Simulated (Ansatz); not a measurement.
**NH2O (quartet): from Hartree-Fock to the top rungs at distance O1–H3 along a hydrogen transfer = 0.960 Å, cc-pVDZ**

How much of the correlation energy of NH2O (quartet) does each wave-function method recover here?

Method: cc-pVDZ, core rule «outside noble gas», up to 2 orbitals frozen; program: Ansatz 0.2.0, Gaussian basis.

Plan: UHF; CCSD(T) on ROHF; CCSD(T) on UHF; BCCD(T) on ROHF; CISD; CCSDT(Q) on ROHF; CCSDT(Q) on UHF; CASSCF and MRCISD+Q, 5 electrons in 5 orbitals; CASSCF and NEVPT2, 5 electrons in 5 orbitals; CASSCF and MRCISD+Q, 13 electrons in 10 orbitals; CASSCF and NEVPT2, 13 electrons in 10 orbitals.

8 further runs of the same task are left out: 8 that didn't finish.

## Step 1: The system

The geometry derives from fragments relaxed apart (PBE0/def2-TZVP) and kept rigid, so it is no stationary point. A hydrogen atom is moved between rigid fragments.

4 atoms, charge 0, spin multiplicity 4.

Atoms are counted from 1 here; the program's logs count them from 0.

Bond lengths: O1–H2 0.960 Å, O1–H3 0.960 Å. Angles: H2–O1–H3 105.1°.

## Step 2: UHF

The input, in.yaml:

```yaml
crystal:
  periodic: [false, false, false]
  atoms:
    - {symbol: O, position_ang: [-1.140372, -0.029165, 0.000000]}
    - {symbol: H, position_ang: [-1.389682, 0.897410, 0.000000]}
    - {symbol: H, position_ang: [-0.180843, -0.029165, 0.000000]}
    - {symbol: N, position_ang: [1.415628, -0.029165, 0.000000]}
basis:
  gaussian: {orbitals: cc-pVDZ}
magnetization: {spin_polarized: true, initial_magnetization: 3}
hamiltonian: {xc: hf}
output: {orbitals: {seedname: orbitals}}
```

Command:

```bash
$ ansatz run in.yaml --threads 1 --pin off --events-out ev --progress --plain --max-ram 2393MiB
```

The runs that follow: CCSD(T) on ROHF; CCSD(T) on UHF; BCCD(T) on ROHF; CISD; CCSDT(Q) on ROHF; CCSDT(Q) on UHF; CASSCF and MRCISD+Q, 5 electrons in 5 orbitals; CASSCF and NEVPT2, 5 electrons in 5 orbitals; CASSCF and MRCISD+Q, 13 electrons in 10 orbitals; CASSCF and NEVPT2, 13 electrons in 10 orbitals.

Before running them: what should the planned runs give, taken together? Wanted: UCCSDT(Q) below the RHF energy; RMP2 from UCCSDT(Q); UMP2 from UCCSDT(Q); RCCSD from UCCSDT(Q); RCCSD(T) from UCCSDT(Q); UCCSD(T) from UCCSDT(Q); RCCSDT(Q) from UCCSDT(Q); NEVPT2 pair from UCCSDT(Q); MRCISD+Q pair from UCCSDT(Q).

**Answer**, as computed:

| quantity | value |
| --- | --- |
| UCCSDT(Q) below the RHF energy | -8.4742 eV |
| RMP2 from UCCSDT(Q) | +82.0 kJ/mol |
| UMP2 from UCCSDT(Q) | +80.3 kJ/mol |
| RCCSD from UCCSDT(Q) | +13.9 kJ/mol |
| RCCSD(T) from UCCSDT(Q) | +2.6 kJ/mol |
| UCCSD(T) from UCCSDT(Q) | +2.4 kJ/mol |
| RCCSDT(Q) from UCCSDT(Q) | +0.2 kJ/mol |
| NEVPT2 pair from UCCSDT(Q) | +80.8 kJ/mol |
| MRCISD+Q pair from UCCSDT(Q) | +3.7 kJ/mol |
| NEVPT2 valence from UCCSDT(Q) | +112.6 kJ/mol |
| levels within 1 kcal/mol (43 meV) | RCCSD(T), UCCSD(T), BCCD(T), RCCSDT, UCCSDT, RCCSDT(Q), MRCISD+Q pair, MRCISD+Q valence |
| T1 diagnostic | 0.013 |
| effectively unpaired electrons | 3.01 |

RCCSD(T) misses by +2.6 kJ/mol, 0.3 % of the correlation energy. One determinant dominates. Of the multireference levels listed MRCISD+Q valence comes nearest in total energy (+1.9 kJ/mol), which doesn't show that its space is the better one. These misses are within one basis, not against nature; the frozen cores of restricted and unrestricted runs differ, which can shift their rows.
